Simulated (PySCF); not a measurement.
## Potential energy of NaC along the bond

Set-up: Na cc-pVDZ, C cc-pVDZ; no relativity (PySCF 2.14). Energies in eV from Na + C in their ground configurations at the same level. State: ⁴Σ⁻ (quartet), unpaired electrons σ ↑, π ↑↑.

All columns are B3LYP. A positive dipole means Na(−)C(+).

```
R (Å)  E (eV)  μ (D)  Mulliken charge on Na (basis-dependent)  HOMO (eV)  LUMO (eV)  Mayer bond order  ⟨S²⟩
1.927  -1.397  -6.19                                     0.52      -4.62      -1.89              0.88  3.75
2.017  -1.617  -6.41                                     0.50      -4.51      -1.95              0.89  3.75
2.107  -1.739  -6.62                                     0.49      -4.42      -2.02              0.91  3.75
2.174  -1.783  -6.76                                     0.47      -4.36      -2.06              0.92  3.75
2.241  -1.795  -6.88                                     0.46      -4.31      -2.11              0.94  3.75
2.308  -1.785  -7.00                                     0.44      -4.27      -2.15              0.95  3.75
2.398  -1.744  -7.13                                     0.42      -4.22      -2.21              0.95  3.75
2.510  -1.664  -7.26                                     0.41      -4.18      -2.27              0.95  3.75
2.644  -1.543  -7.35                                     0.39      -4.16      -2.33              0.93  3.75
2.824  -1.365  -7.36                                     0.38      -4.17      -2.40              0.88  3.75
```

A fit through these points gives, at Re = 2.241 Å, μ = -6.88 D and dμ/dR = -1.81 D/Å; the reduced mass is 7.885 u.

**Question.** How strong is the fundamental in the double-harmonic approximation, I = 42.26·(dμ/dR)²/μred km/mol?

**Answer.** I = 42.26·(-1.81)²/7.885 = 17.6 km/mol at B3LYP.

The state is the lowest determinant that a PBE0 search found; another state may lie lower at other levels.
